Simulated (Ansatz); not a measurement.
# Pyrite RuS2

Calculation: RPBE (Ansatz, an electronic-structure program, plane waves, PAW).

Numerical settings: plane-wave cutoff 520 eV, 6×6×6 k mesh, Fermi–Dirac smearing 0.01 eV, no spin polarisation, scalar-relativistic PAW data made under PBE.

Cell: relaxed at this level.

* **equilibrium volume per atom**: 15.30 Å³/atom
* **bulk modulus**: 161 GPa
* **lattice parameter a**: 5.683 Å
* **band gap**: 0.63 eV
* **smallest direct gap on the k points sampled**: 0.85 eV
* **pressure derivative B′ of the bulk modulus**: 5.0

Measured, for comparison: equilibrium volume per atom 14.71 Å³/atom, lattice constant a 5.61 Å (temperature not stated, not corrected to a static lattice; as tabulated in Wikipedia's data pages). Computed (rounded) less measured: equilibrium volume per atom +4.0 %, lattice constant a +1.3 %.

Note: the bulk modulus comes from volumes at which shape and atoms were relaxed.

Spin–orbit coupling is not included.
